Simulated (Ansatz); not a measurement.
## Bulk modulus of some III–V compounds, all zinc-blende

Method: RPBE (Ansatz, an electronic-structure program, plane waves, PAW). References are measured values corrected to a static lattice. The table is a random draw of 6 from 7 solids with such references.

Values in GPa.

```json
[
 {"solid": "zinc-blende BP", "reference": "176 (168–176)", "RPBE": "155", "error (%)": "-11.9"},
 {"solid": "zinc-blende AlAs", "reference": "75", "RPBE": "63.4", "error (%)": "-15.5"},
 {"solid": "cubic BN", "reference": "410 (388–410)", "RPBE": "359", "error (%)": "-12.4"},
 {"solid": "zinc-blende InSb", "reference": "46.1", "RPBE": "32.5", "error (%)": "-30"},
 {"solid": "zinc-blende InAs", "reference": "58.6", "RPBE": "43.6", "error (%)": "-26"},
 {"solid": "zinc-blende GaAs", "reference": "76.7", "RPBE": "54.8", "error (%)": "-29"}
]
```

Over these 6 solids the mean error is -21 %, the mean absolute error 21 % (median 21 %), and the worst case zinc-blende InSb at -30 %; the value is below the reference in 6 of 6 cases. Over all 7, from unrounded values, the mean error is -21 % and the mean absolute error 21 % (median 21 %).

All these references are brought to a static lattice.

Spin–orbit coupling is left out, also for the solids with elements from indium on (zinc-blende InSb, zinc-blende InAs); its size isn't shown.

Brackets give the range of the sources taken for a reference, where it is wide; it can hold other temperatures.

Differences are worked out from the printed values.

Each level is taken at its own relaxed cell. Caveats: the cell is over a tenth larger than the published one: the level's own overestimate first of all, though another phase or state, or a fault of the published cell, is possible (zinc-blende InSb, zinc-blende InAs); the gap of the solid is closed in this run (zinc-blende InSb, zinc-blende InAs). Ansatz's density-functional and Hartree–Fock values are scalar-relativistic unless marked +SOC, with PAW data made under PBE.

Not in this set, of the III–V compounds with a reference value in our tables and a result at some level: 3 for a reference at room or unstated temperature; 1 for a high-temperature or high-pressure phase; 1 for sources at odds; 1 for no value at RPBE (not run, a failed fit, an unstable or unbound cell, or a value held back for tests). These can be a level's best or worst cases. At least 2 more with a reference value are held back for tests. Solids without a released value at any level aren't counted. Layered and molecular crystals are counted apart.

References as tabulated in Mejia-Rodriguez and Trickey (2018), arXiv:1807.09216; Goldzak et al. (2022), arXiv:2208.04865.
